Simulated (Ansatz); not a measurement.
# NH− (doublet): from Hartree-Fock to the top rungs at distance N1–H2 = 2.274 Å, 6-31++G**

Aim: climb from Hartree-Fock through coupled cluster and multireference methods for NH− (doublet) at one geometry and basis, and see what each rung misses.

Computed with Ansatz 0.2.0, Gaussian basis. Level: 6-31++G**, core rule «outside noble gas», up to 1 orbitals frozen.

Plan: UHF; CCSD(T) on ROHF; CCSD(T) on UHF; BCCD(T) on ROHF; CISD; CCSDT(Q) on ROHF; CCSDT(Q) on UHF; CASSCF and MRCISD+Q, 3 electrons in 3 orbitals; CASSCF and NEVPT2, 3 electrons in 3 orbitals; CASSCF and MRCISD+Q, 7 electrons in 5 orbitals; CASSCF and NEVPT2, 7 electrons in 5 orbitals; Full CI.

24 further runs of the same task are left out: 18 that didn't finish, 6 set aside as unsound or not needed.

### 1 What is computed

The geometry derives from a PBE0/def2-TZVPD stationary point (not a proven minimum). One bond is set to the value named and the two fragments are kept rigid.

2 atoms, charge -1, spin multiplicity 2.

Atoms are counted from 1 here; the program's logs count them from 0.

No contacts short enough for the rule that draws bonds.

### 2 UHF

Contents of in.yaml:

```yaml
crystal:
  periodic: [false, false, false]
  atoms:
    - {symbol: N, position_ang: [0.000000, 0.000000, 0.000000]}
    - {symbol: H, position_ang: [0.000000, 0.000000, 2.274000]}
basis:
  gaussian: {orbitals: "6-31++G**"}
total_charge: -1
magnetization: {spin_polarized: true, initial_magnetization: 1}
hamiltonian: {xc: hf}
output: {orbitals: {seedname: orbitals}}
```

Launch:

```sh
$ ansatz run in.yaml --threads 1 --pin off --events-out ev --progress --plain --max-ram 2393MiB
```

The runs that follow: CCSD(T) on ROHF; CCSD(T) on UHF; BCCD(T) on ROHF; CISD; CCSDT(Q) on ROHF; CCSDT(Q) on UHF; CASSCF and MRCISD+Q, 3 electrons in 3 orbitals; CASSCF and NEVPT2, 3 electrons in 3 orbitals; CASSCF and MRCISD+Q, 7 electrons in 5 orbitals; CASSCF and NEVPT2, 7 electrons in 5 orbitals; Full CI.

**Question.** What will the summary of the whole plan be? Wanted: FCI from the RHF energy; RMP2 from FCI; RCCSD from FCI; RCCSD(T) from FCI; RCCSDT(Q) from FCI; NEVPT2 pair from FCI; MRCISD+Q pair from FCI; NEVPT2 valence from FCI; T1 diagnostic.

The runs gave:

| quantity | value |
| --- | --- |
| FCI from the ROHF energy | -5.4692 eV |
| RMP2 from FCI | +1835.1 meV |
| RCCSD from FCI | +473.5 meV |
| RCCSD(T) from FCI | +56.3 meV |
| RCCSDT(Q) from FCI | +5.0 meV |
| NEVPT2 pair from FCI | +651.0 meV |
| MRCISD+Q pair from FCI | +39.5 meV |
| NEVPT2 valence from FCI | +989.7 meV |
| levels within 1 kcal/mol (43 meV) | RCCSDT(Q), MRCISD+Q pair, MRCISD+Q valence |
| T1 diagnostic | 0.146 |
| effectively unpaired electrons | 1.85 |

**Reading.** RCCSD(T) lands +56.3 meV from the yardstick (1.0 % of the correlation energy). The occupations show strong static correlation (1.9 unpaired electrons where one determinant has 1). Coupled cluster on one determinant still stays close here. Of the multireference levels listed MRCISD+Q valence comes nearest in total energy (+26.2 meV), which doesn't show that its space is the better one. Coupled cluster took another determinant than the lowest Hartree-Fock one. These misses are within one basis, not against nature. The highest orbital lies above zero: the basis alone holds the extra electron.

The restricted and unrestricted ladders end 0.73 eV apart at CCSDT(Q), so they describe two states, and rows of one don't measure the error of the other.

With open shells the CI space here admits some triples and quadruples, so it is larger than plain CISD.
